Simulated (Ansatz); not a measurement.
Born–Oppenheimer molecular dynamics of H2LiO (4 atoms, charge 1, multiplicity 1). It goes on from the last frame of an earlier run, with new velocities.

The calculation used Ansatz 0.2.0, UKS B3LYP-D4/def2-SVP.

```yaml
ensemble: NVT, Langevin thermostat
time_step: 0.5 fs
steps_asked: 266
set_temperature: 300 K
friction: 1 /fs
seed: 885100
```

First frame:

```xyz
4
Properties=species:S:1:pos:R:3
Li 0.000 -0.085 -1.626
O 0.003 0.012 0.154
H 0.169 0.813 0.702
H -0.175 -0.742 0.780
```

Task: How far do the bonds stretch over the last three quarters of this one trajectory? (Pairs bonded in most of those frames.)

Result: 
```csv
bond,mean (Å),spread (Å),shortest,longest
Li1–O2,1.809,0.021,1.77,1.84
O2–H3,0.976,0.027,0.92,1.05
O2–H4,0.977,0.019,0.93,1.03
```

Mean temperature of the second half: 289 K. A run of 0.13 ps of so small a system gives no equilibrium averages. The friction is so strong that the motion is overdamped, so the time scale means little. Limits of this set-up: the dipole of an ion depends on the origin.

The run took 4.9 min on 1 thread of Intel(R) Xeon(R) Platinum 8259CL CPU @ 2.50GHz (Skylake/Cascade Lake) (shared host), peak memory 0.11 GiB.
